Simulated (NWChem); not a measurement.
Everything below was run with NWChem. System: ethylene (C2H4), charge 0, spin multiplicity 1, at a geometry optimised with PBE/def2-SVP. Level: CR-CCSD(T)/STO-3G, 2 core orbitals frozen.

NWChem printed:

```
             Northwest Computational Chemistry Package (NWChem) 7.3.0
             --------------------------------------------------------

                                NWChem Input Module
                                -------------------

 Scaling coordinates for geometry "geometry" by  1.889725989
 (inverse scale =  0.529177249)

 Turning off AUTOSYM since
 SYMMETRY directive was detected!

                             Geometry "geometry" -> ""
                             -------------------------

 Output coordinates in angstroms (scale by  1.889725989 to convert to a.u.)

  No.       Tag          Charge          X              Y              Z
 ---- ---------------- ---------- -------------- -------------- --------------
    1 C                    6.0000     0.00000000     0.00000000     0.67028100
    2 C                    6.0000     0.00000000     0.00000000    -0.67028100
    3 H                    1.0000     0.93744900     0.00000000     1.25073800
    4 H                    1.0000    -0.93744900     0.00000000     1.25073800
    5 H                    1.0000    -0.93744900     0.00000000    -1.25073800
    6 H                    1.0000     0.93744900     0.00000000    -1.25073800

 Effective nuclear repulsion energy (a.u.)      32.9967627881

            Nuclear Dipole moment (a.u.)
            ----------------------------
        X                 Y               Z
 ---------------- ---------------- ----------------
     0.0000000000     0.0000000000     0.0000000000

      Symmetry information
      --------------------

 Group name             D2h
 Group number             26
 Group order               8
 No. of unique centers     2

      Symmetry unique atoms

     1    3


 Summary of "ao basis" -> "" (spherical)
 ------------------------------------------------------------------------------
       Tag                 Description            Shells   Functions and Types
 ---------------- ------------------------------  ------  ---------------------
 *                           sto-3g                   on all atoms

 Summary of "ao basis" -> "ao basis" (spherical)
 ------------------------------------------------------------------------------
       Tag                 Description            Shells   Functions and Types
 ---------------- ------------------------------  ------  ---------------------
 C                           sto-3g                  3        5   2s1p
 H                           sto-3g                  1        1   1s
[...]
     1   0 1 0     -0.000000      0.000000      0.000000
     1   0 0 1     -0.000000      0.000000      0.000000

     2   2 0 0     -8.768429      0.000000     12.553157
     2   1 1 0      0.000000      0.000000      0.000000
     2   1 0 1      0.000000      0.000000      0.000000
     2   0 2 0    -10.040207      0.000000      0.000000
     2   0 1 1      0.000000      0.000000      0.000000
     2   0 0 2     -8.863883      0.000000     41.598263

                   NWChem Extensible Many-Electron Theory Module
                   ---------------------------------------------


            General Information
            -------------------
      Number of processors :     1
         Wavefunction type : Restricted Hartree-Fock
          No. of electrons :    16
           Alpha electrons :     8
            Beta electrons :     8
           No. of orbitals :    28
            Alpha orbitals :    14
             Beta orbitals :    14
        Alpha frozen cores :     2
         Beta frozen cores :     2
     Alpha frozen virtuals :     0
      Beta frozen virtuals :     0
         Spin multiplicity : singlet
    Number of AO functions :    14
       Number of AO shells :    10
        Use of symmetry is : on
      Symmetry adaption is : on
         Schwarz screening : 0.10D-09

          Correlation Information
          -----------------------
          Calculation type : Coupled-cluster singles & doubles w/ perturbation
   Perturbative correction : Completely renormalized (T)
            Max iterations :      100
        Residual threshold : 0.10D-05
     T(0) DIIS level shift : 0.00D+00
     L(0) DIIS level shift : 0.00D+00
     T(1) DIIS level shift : 0.00D+00
     L(1) DIIS level shift : 0.00D+00
     T(R) DIIS level shift : 0.00D+00
     T(I) DIIS level shift : 0.00D+00
   CC-T/L Amplitude update :  5-th order DIIS
                I/O scheme : Global Array Library
        L-threshold :  0.10D-05
        EOM-threshold :  0.10D-05
 no EOMCCSD initial starts read in
 TCE RESTART OPTIONS
 SLICE:      F
 D4D5:       F
 quantumc:   F
 qrotation:  F
 pwtce:      F
 qducc:      F
 nacto:                         0
 nrotv:                         0
 nrot:                          0

            Memory Information
            ------------------
          Available GA space size is     249036604 doubles
          Available MA space size is     104856460 doubles

 Maximum block size supplied by input
 Maximum block size        24 doubles

 tile_dim =      2

 -------------------------------------------------

 Global array virtual files algorithm will be used

 Parallel file system coherency ......... OK

 4-electron integrals stored in orbital form

 v2    file size   =              610
 4-index algorithm nr.  13 is used
 imaxsize =       30
 imaxsize ichop =        0


CCSD iterations
 ---------------------------------------------------------
 Iter          Residuum       Correlation     Cpu    Wall
 ---------------------------------------------------------
    1   0.1365958223923  -0.1246699767900     0.3     0.3
    2   0.0585300827467  -0.1484499880534     0.2     0.2
    3   0.0290544765746  -0.1568245369265     0.2     0.2
    4   0.0155945573300  -0.1604465294094     0.2     0.2
    5   0.0086980264325  -0.1621753373336     0.2     0.2
    6   0.0003384526667  -0.1641017411745     0.2     0.2
    7   0.0001036892355  -0.1640792328823     0.2     0.2
    8   0.0000450119560  -0.1640799747439     0.2     0.2
    9   0.0000214696116  -0.1640803659631     0.2     0.2
   10   0.0000106936212  -0.1640806585195     0.2     0.2
   11   0.0000015822712  -0.1640808951853     0.2     0.2
   12   0.0000006981154  -0.1640811141894     0.2     0.2
 -----------------------------------------------------------------
 Iterations converged
 CCSD correlation energy / hartree =        -0.164081114189431
 CCSD total energy / hartree       =       -77.234763077839347

 Singles contributions

 Doubles contributions
     9b3g (alpha)     9b3g (beta ) ---     8b2u (alpha)     8b2u (beta )       -0.2253114991
 CR-CCSD(T)

 CR-CCSD[T]  correction energy / hartree =        -0.000576644651705
 CR-CCSD[T] correlation energy / hartree =        -0.164657758841136
 CR-CCSD[T] total energy / hartree       =       -77.235339722491048
 CR-CCSD(T)  correction energy / hartree =        -0.000572263065755
 CR-CCSD(T) correlation energy / hartree =        -0.164653377255185
 CR-CCSD(T) total energy / hartree       =       -77.235335340905095

 Task  times  cpu:        3.2s     wall:        3.2s

 Total times  cpu:        3.3s     wall:        3.3s
```

Q: Write an NWChem input that would produce this output.

A: Several could match; the one computed here: 
```
start mol
memory heap 100 mb stack 700 mb global 1900 mb
geometry units angstroms nocenter noautoz
  C      0.000000     0.000000     0.670281
  C      0.000000     0.000000    -0.670281
  H      0.937449     0.000000     1.250738
  H     -0.937449     0.000000     1.250738
  H     -0.937449     0.000000    -1.250738
  H      0.937449     0.000000    -1.250738
  symmetry group D2h
end
basis spherical
  * library sto-3g
end
scf
  rhf
  nopen 0
  maxiter 100
  thresh 1e-7
  semidirect memsize 60000000 filesize 0
end
tce
  freeze core 2
  cr-ccsd(t)
  2eorb
  2emet 13
  thresh 1e-6
  maxiter 100
  tilesize 24
end
task tce energy
```
